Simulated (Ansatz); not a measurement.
Diamond-structure Ge, treated with PBE-D3(BJ) in Ansatz (plane waves, PAW).

Numerical settings: plane-wave cutoff 520 eV, 10×10×10 k mesh, Fermi–Dirac smearing 0.01 eV, scalar-relativistic PAW data made under PBE.

Computed at the level's own relaxed cell.

Q: Predict the equilibrium volume per atom, bulk modulus, lattice constant a and width of the whole s-p valence band.

A: 
- equilibrium volume per atom: 23.14 Å³/atom
- bulk modulus: 62.8 GPa
- lattice constant a: 5.699 Å
- width of the whole s-p valence band: 12.61 eV

The run finds no gap.

Measured, for comparison: equilibrium volume per atom 22.47 Å³/atom, lattice constant a 5.644 Å (static lattice: zero-point anharmonic expansion removed; as tabulated in Mejia-Rodriguez and Trickey (2018), arXiv:1807.09216); bulk modulus 77.3 GPa (low-temperature value with the zero-point effect removed, our sources range from 77.3 to 79.4; as tabulated in Tanner et al. (2021), arXiv:2110.11888). Computed (rounded) less measured: equilibrium volume per atom +3.0 %, bulk modulus -19 % (-19 % to -21 % over the range), lattice constant a +1.0 %.

Note: the gap of the solid is closed in this run; this level leaves the solid without a gap, although one is measured.

Spin–orbit coupling is not included.

Computed values are for the static lattice.

Computing time: roughly 13 core-seconds.

Ansatz is a quantum-chemistry and plane-wave program.
